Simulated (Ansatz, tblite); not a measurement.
**[AlFH3]- (AlH3F−): charged states by level of theory**

The task here is to estimate one member of a computed series from the others.

The runs use Ansatz 0.2.0, Gaussian basis; as each input shows.

Levels to be run: charge 0 doublet, at the geometry of the singlet (PBE0-D4/def2-TZVPD, PBE-D4/def2-TZVPD, r2SCAN-D4/def2-TZVPD, CCSD(T)/def2-TZVPPD); charge 0 doublet, relaxed (PBE0-D4/def2-TZVPD, PBE-D4/def2-TZVPD); the starting singlet's energies come from earlier runs.

## The geometry

The geometry is that of the singlet, from an earlier relaxation (PBE0-D4/def2-TZVPD).

5 atoms, charge -1, spin multiplicity 1.

Atoms are counted from 1 here; the program's logs count them from 0.

Bond lengths: Al1–F2 1.721 Å, Al1–H3 1.642 Å, Al1–H4 1.642 Å, Al1–H5 1.642 Å. Angles: F2–Al1–H3 108.6°, F2–Al1–H4 108.6°, F2–Al1–H5 108.6°, H3–Al1–H4 110.4°, H3–Al1–H5 110.4°, H4–Al1–H5 110.4°.

The ion is computed in the gas phase, without counter-ions or solvent.

Set-up of the first run:

Input file in.yaml:

```yaml
crystal:
  periodic: [false, false, false]
  atoms:
    - {symbol: Al, position_ang: [-0.000189, 0.000358, -0.030503]}
    - {symbol: F, position_ang: [0.011424, -0.019552, 1.690311]}
    - {symbol: H, position_ang: [1.553281, 0.011500, -0.563755]}
    - {symbol: H, position_ang: [-0.786580, 1.352186, -0.532399]}
    - {symbol: H, position_ang: [-0.777937, -1.344492, -0.563644]}
basis:
  gaussian: {orbitals: def2-TZVPD}
magnetization: {spin_polarized: true, initial_magnetization: 1}
hamiltonian: {xc: pbe0, dispersion: d4}
output: {orbitals: {seedname: orbitals}}
```

Started as:

```console
> ansatz run in.yaml --threads 4 --pin off --events-out ev --progress --plain --max-ram 3916MiB
```

Steps of the session up to this table: Charge 0 doublet at the fixed geometry, PBE0-D4/def2-TZVPD; Charge 0 doublet at the fixed geometry, PBE-D4/def2-TZVPD; Charge 0 doublet at the fixed geometry, r2SCAN-D4/def2-TZVPD; Charge 0 doublet at the fixed geometry, CCSD(T)/def2-TZVPPD.

One of the session's tables, all rows but one given; the rest of the session is left out.

| method | vertical ionisation energy (eV) |
| --- | --- |
| HF/def2-TZVPPD | 4.29 |
| PBE-D4/def2-TZVPD | 4.31 |
| r2SCAN-D4/def2-TZVPD | ? |
| PBE0-D4/def2-TZVPD | 4.62 |
| MP2/def2-TZVPPD | 4.95 |
| CCSD/def2-TZVPPD | 4.98 |
| CCSD(T)/def2-TZVPPD | 4.95 |

**Question.** Estimate the row for r2SCAN-D4/def2-TZVPD.

As computed: vertical ionisation energy (eV): 4.43. In the column «vertical ionisation energy (eV)» it lies between PBE-D4/def2-TZVPD (4.31) and PBE0-D4/def2-TZVPD (4.62).

Limits of these values: CCSD(T)/def2-TZVPPD isn't at the basis-set limit; small misses against it rank nothing.
